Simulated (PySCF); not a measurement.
## N: ionisation energy

N [He] 2s2 2p3 (4S) → N⁺ [He] 2s2 2p2 (3P), as a difference of total energies. Calculation: PySCF 2.14, in 6-31G*; no relativity, point nucleus. Correlated levels: valence: 1s2 frozen. The calculations carry no spin-orbit coupling.

| method | ionisation energy (eV) |
| --- | --- |
| UHF | 13.962 |
| BP86 | 14.742 |
| MN15 | 14.557 |
| MP2 (valence) | 14.424 |
| SCS-MP2 (valence) | 14.215 |
| CCSD (valence) | 14.267 |
| CCSD(T) (valence) | 14.264 |

Errors of the correlated levels include the incompleteness of this basis and the frozen core.

Q: Which method comes closest to the reference value, and which is furthest?

A: The reference is 14.545 eV (measured; NIST levels, between the centres of gravity of the two terms). Closest: MN15 (error 0.012 eV); furthest: UHF (error -0.583 eV).
